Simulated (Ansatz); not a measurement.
How well does each level of theory give the LO(Γ) frequency of zinc-blende BP?

Reference value: 823 cm⁻¹ (measured, temperature not stated, not corrected to a static lattice; as tabulated in Solozhenko et al. (2014), arXiv:1505.05714).

```
level (code)         value (cm⁻¹)  cell (Å³/atom)
-------------------  ------------  --------------
LDA (Ansatz)                  828           11.32
BLYP (Ansatz)          (withheld)           12.13
PBE (Ansatz)           (withheld)           11.76
revPBE (Ansatz)               796           11.92
RPBE (Ansatz)                 794           11.97
PBE-D3(BJ) (Ansatz)           828           11.45
r²SCAN (Ansatz)               822           11.67
```

Q: What belongs in the gaps?

A: 
- BLYP (Ansatz, a quantum-chemistry and plane-wave program), value (cm⁻¹): 777
- PBE (Ansatz), value (cm⁻¹): 804

Differences against the reference: LDA +0.6 %, BLYP -5.6 %, PBE -2.3 %, revPBE -3.3 %, RPBE -3.5 %, PBE-D3(BJ) +0.6 %, r²SCAN -0.1 %.

Once the reference is moved by up to 3.0 % (a margin picked here for doubts on the reference and the settings, and for temperature and zero-point motion) and values within 0.7 % count as equal, the nearest can be r²SCAN (-0.1 %), LDA (+0.6 %), PBE-D3(BJ) (+0.6 %), PBE (-2.3 %), revPBE (-3.3 %) or RPBE (-3.5 %). Within 10 %: LDA, BLYP, PBE, revPBE, RPBE, PBE-D3(BJ), r²SCAN.

The reference isn't brought to a static lattice, while the calculations are for one, so the differences are not the levels' errors alone.  PBE-D3(BJ): the dispersion coefficients are held fixed in the derivatives. Each level is taken at its own relaxed cell. Cutoffs and k meshes differ between the levels. Ansatz's density-functional and Hartree–Fock values are scalar-relativistic unless marked +SOC, with PAW data made under PBE.

Differences are worked out from the printed values.
